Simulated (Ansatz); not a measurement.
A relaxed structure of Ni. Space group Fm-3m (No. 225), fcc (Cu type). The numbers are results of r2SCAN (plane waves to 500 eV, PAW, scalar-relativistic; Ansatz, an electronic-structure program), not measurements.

```cif
data_Ni
_chemical_formula_sum 'Ni1'
_space_group_name_H-M_alt 'P 1'
_space_group_IT_number 1
_cell_length_a 2.46055
_cell_length_b 2.46055
_cell_length_c 2.46055
_cell_angle_alpha 60.000
_cell_angle_beta 60.000
_cell_angle_gamma 60.000
loop_
_space_group_symop_operation_xyz
  'x, y, z'
loop_
_atom_site_label
_atom_site_type_symbol
_atom_site_fract_x
_atom_site_fract_y
_atom_site_fract_z
_atom_site_occupancy
Ni1 Ni 0.00000 0.00000 0.00000 1
```

Estimate the magnetic moment that r2SCAN returns for this input.

Net 0.74 μB/atom, ferromagnetic.

Spin state reached: ferromagnetic (net 0.74 μB/atom), from parallel starting moments; other spin orders were not run from this start. r2SCAN tends to overstate moments in metals.

Measured for Ni: a 3.508 Å (static lattice; corrected from measurement; as listed in Daniel Mejia-Rodriguez, S. B. Trickey, Phys. Rev. B (2018)). Computed minus measured — a: r2SCAN -0.8 %. The computed values are for a static lattice.

The run could not lose the symmetry of its start; a randomly shaken copy of 2 atoms returns to this structure.
